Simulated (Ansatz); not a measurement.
Input file:

```yaml
crystal:
  periodic: [false, false, false]
  atoms:
    - {symbol: As, position_ang: [0.000000, -0.033003, 0.000000]}
    - {symbol: H, position_ang: [0.000000, 1.226593, -0.835290]}
    - {symbol: H, position_ang: [0.000000, 1.226593, 0.835290]}
basis:
  gaussian: {orbitals: x2c-TZVPPall}
total_charge: 1
magnetization: {spin_polarized: true, initial_magnetization: 2}
correlation: {method: ccsd_t, electrons: outside_noble_gas}
accuracy: high
```

```sh
$ ansatz run in.yaml --threads 1 --pin off --events-out ev --progress --plain --max-ram 2393MiB
```

The program prints:

```
1168 factors; integrals over basis functions are off by at most 4.5e-9 eV
mean field evaluation 1: about -61490.4122 eV, gradient 8.4e0 eV
mean field evaluation 2: about -61490.4205 eV, gradient 8.4e0 eV
mean field evaluation 4: about -61490.9441 eV, gradient 1.8e0 eV
mean field evaluation 8: about -61490.9979 eV, gradient 2.8e-3 eV
mean field evaluation 16: about -61490.9979 eV, gradient 1.5e-2 eV
mean field evaluation 32: about -61491.0213 eV, gradient 3.5e-1 eV
mean field evaluation 64: about -61490.4122 eV, gradient 8.4e0 eV
mean field evaluation 96: about -61491.0093 eV, gradient 1.3e0 eV
mean field evaluation 128: about -61491.0330 eV, gradient 3.7e-2 eV
mean field evaluation 160: about -61490.9485 eV, gradient 1.5e-1 eV
mean field -61491.03429657 eV, -2259.7538302791 hartree, gradient 1.4e-8 eV, S^2 2.032229; 9 other end points of the search recorded, 0 dependent functions left out
determinant -61491.03429657 eV, -2259.7538302791 hartree, with singles and doubles -61494.35518856 eV, -2259.8758708086 hartree
determinant -61490.99787062 eV, -2259.7524916499 hartree, with singles and doubles -61494.38593218 eV, -2259.8770006156 hartree
determinant -61490.95019255 eV, -2259.7507395133 hartree, with singles and doubles -61494.33797293 eV, -2259.8752381460 hartree
determinant -61491.03429657 eV, -2259.7538302791 hartree, with singles and doubles -61494.30917793 eV, -2259.8741799489 hartree
determinant -61490.99787062 eV, -2259.7524916499 hartree, with singles and doubles -61494.32757398 eV, -2259.8748559915 hartree
determinant -61490.95019255 eV, -2259.7507395133 hartree, with singles and doubles -61494.27787267 eV, -2259.8730295021 hartree
14 core orbitals not correlated: weight in the atoms' cores, before any rotation towards them, 1.000 or more for the frozen orbitals, at most 0.000 for the correlated occupied ones
reference -61490.99787062 eV, -2259.7524916499 hartree; 4, 2 occupied and 58, 60 virtual orbitals, 1168 factors
second order -2.69552250 eV of doubles, -0.00000000 eV of singles
cycle   1  -3.32970294 eV  change    4.3e-7 eV  update   1.8e-6
cycle   2  -3.32970293 eV  change    7.0e-9 eV  update   1.0e-6
cycle   3  -3.32970303 eV  change   -1.0e-7 eV  update   2.2e-7
cycle   4  -3.32970314 eV  change   -1.1e-7 eV  update   9.7e-8
cycle   5  -3.32970313 eV  change    1.2e-8 eV  update   3.8e-8
cycle   6  -3.32970315 eV  change   -2.0e-8 eV  update   2.0e-8
cycle   7  -3.32970301 eV  change    1.4e-7 eV  update   6.4e-8
cycle   8  -3.32970298 eV  change    2.8e-8 eV  update   2.2e-8
cycle   9  -3.32970298 eV  change    3.2e-9 eV  update   7.0e-9
cycle  10  -3.32970298 eV  change  -7.4e-10 eV  update   2.7e-9
cycle  11  -3.32970298 eV  change   7.8e-11 eV  update  9.4e-10
cycle  12  -3.32970298 eV  change  -8.1e-11 eV  update  2.8e-10
perturbative correction -0.11040951 eV, -0.0040574747 hartree
Total energy: -61494.43798311 eV, -2259.8789134521 hartree
Relativity: scalar
```

Ran on 1 thread of Arm Neoverse V2, shared host: 14 s wall, 0.38 GiB peak host memory.
